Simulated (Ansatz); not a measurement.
This geometry of H6Si2 (8 atoms, charge 0, multiplicity 1) is a first-order saddle point.

Method: RKS B3LYP/def2-SVP (Ansatz 0.2.0).

```xyz
8
Properties=species:S:1:pos:R:3
Si -0.346 0.499 -1.021
Si 0.369 -0.513 1.007
H 0.649 0.261 -2.109
H -1.659 -0.064 -1.458
H -0.505 1.974 -0.848
H 0.421 0.494 2.109
H 1.731 -1.105 0.851
H -0.569 -1.602 1.414
```

Problem. Which two structures does it join? (They come from a converged band through this point; their orientation in space is the band's.)

Solution. No bond is made or broken. The dihedral H3–Si1–Si2–H8 goes from 180 to -49°.

Initial state:

```xyz
8
Properties=species:S:1:pos:R:3
Si -0.343 0.494 -1.013
Si 0.366 -0.509 0.999
H 0.835 0.958 -1.805
H -1.116 -0.484 -1.836
H -1.216 1.670 -0.724
H 1.147 0.467 1.815
H 1.231 -1.691 0.712
H -0.812 -0.962 1.796
```

Final state:

```xyz
8
Properties=species:S:1:pos:R:3
Si -0.343 0.495 -1.013
Si 0.366 -0.509 0.999
H 0.101 -0.320 -2.183
H -1.832 0.600 -1.041
H 0.235 1.866 -1.139
H -0.299 0.145 2.165
H 1.845 -0.372 1.154
H 0.019 -1.962 1.003
```

Problem. How far does it lie above each of them?

Solution. 4.0 kJ/mol above the first and 3.6 kJ/mol above the second. This is the barrier of this one path; another mechanism may lie lower.

Time of the run: 24 s on 1 thread of Intel(R) Xeon(R) 6975P-C (Granite Rapids), with other jobs on the host, peak memory 0.13 GiB.
